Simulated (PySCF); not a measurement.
SMILES [C]#C (C2H), doublet (PBE0/def2-SVP optimised geometry):

```
3

C      1.144     0.000     0.000
C     -0.068     0.000     0.000
H     -1.144     0.000     0.000
```

Computed with unrestricted PBE0/def2-TZVP (PySCF).

Problem. What are the frontier orbital energies (α orbitals alone; a β orbital can be the lowest empty one) and the dipole moment?

Solution. HOMO-2 -11.52 eV, HOMO-1 -8.96 eV, HOMO -8.96 eV, LUMO 0.44 eV, LUMO+1 0.44 eV; dipole moment 0.80 D.

On the same geometry unrestricted PBE/def2-TZVP in PySCF gives HOMO-2 -9.66 eV, HOMO-1 -7.66 eV, HOMO -7.66 eV, LUMO -0.64 eV, LUMO+1 -0.64 eV; dipole moment 0.81 D.

Meta-Löwdin charges at PBE0/def2-TZVP: C1 0.02, C2 -0.20, H3 0.19.
